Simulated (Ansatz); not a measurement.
This geometry of C3H7NS (12 atoms, charge 0, multiplicity 1) is a first-order saddle point.

Level of theory: RKS r2SCAN/6-31G in Ansatz.

```xyz
12
Properties=species:S:1:pos:R:3
C -1.198 0.506 0.633
N 0.000 -0.258 0.303
C 1.316 0.387 0.319
S 1.939 -0.723 -1.127
C 0.053 -1.055 -0.926
H -1.681 0.144 1.549
H -1.928 0.444 -0.188
H -0.946 1.568 0.776
H 1.901 0.233 1.230
H 1.304 1.452 0.034
H -0.522 -0.634 -1.767
H -0.160 -2.121 -0.803
```

**Question.** Which two structures does it join? (They come from a converged band through this point; their orientation in space is the band's.)

**Answer.** No bond is made or broken. The dihedral H7–C1–N2–C3 goes from 60 to -179°. The two ends are copies of one structure, up to a mirror image or an exchange of like atoms.

First end point:

```xyz
12
Properties=species:S:1:pos:R:3
C -1.157 0.519 0.645
N 0.043 -0.270 0.393
C 1.304 0.469 0.182
S 1.905 -0.815 -1.118
C 0.037 -1.145 -0.797
H -2.006 -0.155 0.799
H -1.404 1.216 -0.184
H -1.019 1.102 1.562
H 1.951 0.523 1.060
H 1.176 1.460 -0.284
H -0.572 -0.766 -1.635
H -0.182 -2.194 -0.588
```

Last end point:

```xyz
12
Properties=species:S:1:pos:R:3
C -1.179 0.493 0.626
N 0.000 -0.321 0.354
C 1.306 0.369 0.337
S 1.948 -0.765 -1.078
C 0.048 -1.028 -0.941
H -1.087 0.940 1.622
H -2.067 -0.148 0.626
H -1.329 1.306 -0.115
H 1.885 0.272 1.258
H 1.261 1.418 0.000
H -0.474 -0.509 -1.762
H -0.235 -2.082 -0.894
```

**Question.** How far does it lie above each of them?

**Answer.** 0.110 eV above the first and 0.110 eV above the second. This is the barrier of this one path; another mechanism may lie lower. Limits of this set-up: no polarisation functions.

The run took 4.4 min on 1 thread of Arm Neoverse V2, on a shared host, peak memory 0.14 GiB.
